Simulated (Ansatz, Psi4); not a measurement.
**Worked example: the enthalpy of formation of C2N2 (bisisocyanide)**

C2N2: 4 atoms, total charge 0, spin state singlet. As SMILES, `[C-]#[N+][N+]#[C-]`. Geometry: relaxed at PBE0-D4/def2-TZVP.

Total energies at B2PLYP/cc-pVTZ (density fitting for correlation), 4 core orbitals frozen (Psi4 1.11); the atoms run unrestricted:

| species | state | energy (Eh) |
| --- | --- | --- |
| C2N2 | singlet | -185.470657 |
| C | triplet | -37.826307 |
| N | quartet | -54.567403 |

Harmonic wavenumbers at PBE0-D4/def2-TZVP, in cm⁻¹: 211, 211, 389, 389, 1002, 2103, 2329.

Measured heats of formation of the gaseous atoms at 298.15 K, in kJ/mol: C 716.9, N 472.4. Take 1 Eh = 2625.50 kJ/mol, 1 cm⁻¹ = 0.0119627 kJ/mol, RT = 2.479 kJ/mol.

Problem. What heat of formation follows?

Solution. 
1. Electronic atomisation energy: 2 × (-37.826307) + 2 × (-54.567403) − (-185.470657) = 0.683237 Eh = 1793.8 kJ/mol.
2. Zero-point energy: half the sum of the wavenumbers, 3317 cm⁻¹ = 39.7 kJ/mol.
3. Thermal vibrational enthalpy, Σ hcν̃/(exp(hcν̃/kT) − 1): 4.6 kJ/mol. Translation, rotation and pV of a linear molecule: 3.5 RT = 8.7 kJ/mol.
4. The 4 free atoms carry 5/2 RT each: 24.8 kJ/mol.
5. Atomisation enthalpy at 298 K: 1793.8 − 39.7 − 4.6 − 8.7 + 24.8 = 1765.6 kJ/mol.
6. Sum of the atoms' heats of formation: 2378.6 kJ/mol. Heat of formation: 2378.6 − 1765.6 = +613.0 kJ/mol.

The tabulated value is +613.0 kJ/mol (Active Thermochemical Tables), so this level is off by 0.0 kJ/mol, or 0.0 % of the atomisation enthalpy that the table implies (1765.6 kJ/mol). Anharmonicity and any spin-orbit splitting of the molecule are left out, and so is core correlation.
